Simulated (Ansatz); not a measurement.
Input file:

```yaml
crystal:
  periodic: [false, false, false]
  atoms:
    - {symbol: Al, position_ang: [0.000000, 0.000000, 1.617200]}
    - {symbol: C, position_ang: [0.000000, 0.000000, -0.229400]}
    - {symbol: O, position_ang: [0.000000, 0.000000, -1.387800]}
basis:
  gaussian: {orbitals: cc-pVDZ}
total_charge: 1
magnetization: {spin_polarized: true, initial_magnetization: 4}
correlation: {method: ccsdt_q, electrons: outside_noble_gas}
```

```sh
$ ansatz run in.yaml --threads 1 --pin off --events-out ev --progress --plain --max-ram 2393MiB
```

The program prints:

```
809 factors; integrals over basis functions are off by at most 2.1e-7 eV
mean field evaluation 1: about -9627.5578 eV, gradient 3.3e1 eV
mean field evaluation 2: about -9627.5638 eV, gradient 3.3e1 eV
mean field evaluation 4: about -9634.0137 eV, gradient 4.7e0 eV
mean field evaluation 8: about -9634.4423 eV, gradient 9.9e-1 eV
mean field evaluation 16: about -9634.5327 eV, gradient 3.5e-6 eV
mean field evaluation 32: about -9637.1977 eV, gradient 6.6e-1 eV
mean field evaluation 64: about -9634.5327 eV, gradient 1.3e-6 eV
mean field evaluation 96: about -9633.7929 eV, gradient 6.3e-2 eV
mean field evaluation 128: about -9636.5967 eV, gradient 5.3e0 eV
mean field evaluation 160: about -9637.2145 eV, gradient 1.2e-1 eV
...
cycle  18  -7.47409298 eV  change   -8.7e-6 eV  update   2.5e-5
cycle  19  -7.47409276 eV  change    2.2e-7 eV  update   1.4e-5
cycle  20  -7.47408802 eV  change    4.7e-6 eV  update   9.2e-6
cycle  21  -7.47409118 eV  change   -3.2e-6 eV  update   7.5e-6
cycle  22  -7.47409528 eV  change   -4.1e-6 eV  update   6.0e-6
cycle  23  -7.47409911 eV  change   -3.8e-6 eV  update   4.5e-6
cycle  24  -7.47410442 eV  change   -5.3e-6 eV  update   3.3e-6
cycle  25  -7.47410731 eV  change   -2.9e-6 eV  update   2.3e-6
cycle  26  -7.47410796 eV  change   -6.5e-7 eV  update   1.5e-6
cycle  27  -7.47410820 eV  change   -2.5e-7 eV  update   9.8e-7
perturbative correction -0.01950911 eV, -0.0007169465 hartree
Total energy: -9644.70831472 eV, -354.4364931480 hartree
```

Ran on 1 thread of Arm Neoverse V2, shared host: 36 s wall, 0.42 GiB peak host memory.
